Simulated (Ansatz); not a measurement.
**Ansatz input wanted**

CH6Si+ has 8 atoms, charge +1, and is taken as a doublet. As SMILES of the parent species, `C[SiH3]`. The shape was relaxed beforehand at PBE0/def2-SVP.

```xyz
8

C    -0.2069    0.2742   -1.0752
Si    0.1988   -0.2640    1.0346
H    -1.2877    0.0762   -1.0815
H     0.4602   -0.4654   -1.5395
H     0.1302    1.3188   -1.0208
H    -0.6973    0.7304    1.6688
H     1.6555    0.0029    1.0433
H    -0.2528   -1.6732    0.9702
```

Settings wanted:

```json
{"basis set": "def2-TZVP", "core potential": "none", "task": "energy", "method": "MP2", "reference": "UHF", "accuracy": "medium", "frozen core orbitals": "6", "start density": "atoms"}
```

**Question.** Give an Ansatz 0.2.0 job that does this.

**Answer.** This one ran through:

molecule.yaml:
```yaml
crystal:
  periodic: [false, false, false]
  atoms:
    - {symbol: C, position_ang: [-0.206947, 0.274234, -1.075211]}
    - {symbol: Si, position_ang: [0.198790, -0.263952, 1.034612]}
    - {symbol: H, position_ang: [-1.287662, 0.076215, -1.081530]}
    - {symbol: H, position_ang: [0.460161, -0.465414, -1.539491]}
    - {symbol: H, position_ang: [0.130217, 1.318757, -1.020789]}
    - {symbol: H, position_ang: [-0.697320, 0.730435, 1.668838]}
    - {symbol: H, position_ang: [1.655544, 0.002937, 1.043341]}
    - {symbol: H, position_ang: [-0.252773, -1.673212, 0.970230]}
basis:
  gaussian:
    orbitals: def2-TZVP
total_charge: 1
magnetization:
  spin_polarized: true
  initial_magnetization: 1
correlation:
  method: mp2
  frozen_orbitals: {C: 1, H: 0, Si: 5}
```

```bash
$ ansatz run molecule.yaml --threads 1 --pin off --max-ram 3480MiB --events-out events.jsonl --progress --plain --runs-dir runs
```

Calculated total energy: -330.23289 Eh.
